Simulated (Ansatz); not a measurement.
C$_{3}$H$_{7}$NO$_{2}$ (`CC1(N)OCO1`). Total charge 0; spin multiplicity 1. The geometry is a stationary point of PBE0-D4/def2-TZVP. It is one conformer, not always the lowest.

```xyz
13

C    -0.112   -1.333    0.641
C     0.274   -0.042   -0.037
N     1.590   -0.074   -0.503
O    -0.737    0.382   -0.993
C    -1.051    1.423   -0.097
O     0.027    1.117    0.765
H     0.571   -1.536    1.467
H    -0.073   -2.160   -0.071
H    -1.128   -1.255    1.025
H     1.807    0.712   -1.099
H     1.839   -0.946   -0.945
H    -2.029    1.289    0.387
H    -0.977    2.423   -0.541
```

**Question.** What is the dipole moment at PBE/def2-TZVPP? (An estimate is asked.)

**Answer.** Ansatz gave: 1.12 D, with components (0.11, -0.76, -0.82) D in this frame, pointing from negative to positive charge.

**Question.** And with r2SCAN, B3LYP, ωB97M-V? (Best estimate.)

**Answer.** Ansatz gave: r2SCAN 1.13 D, B3LYP 1.10 D, ωB97M-V 1.10 D.

**Question.** Give the Mulliken charges with PBE, B3LYP, ωB97M-V in def2-TZVPP. (Estimate.)

**Answer.** Ansatz gave: 
```
atom    PBE  B3LYP  ωB97M-V
  C1  -0.29  -0.28    -0.31
  C2   0.35   0.46     0.40
  N3  -0.27  -0.29    -0.24
  O4  -0.32  -0.39    -0.36
  C5   0.16   0.19     0.14
  O6  -0.31  -0.38    -0.35
  H7   0.10   0.10     0.12
  H8   0.07   0.07     0.10
  H9   0.08   0.08     0.10
 H10   0.15   0.14     0.11
 H11   0.14   0.13     0.11
 H12   0.05   0.07     0.09
 H13   0.07   0.08     0.10
```

B3LYP here is the variant with VWN-RPA as its local correlation; programs differ in this.
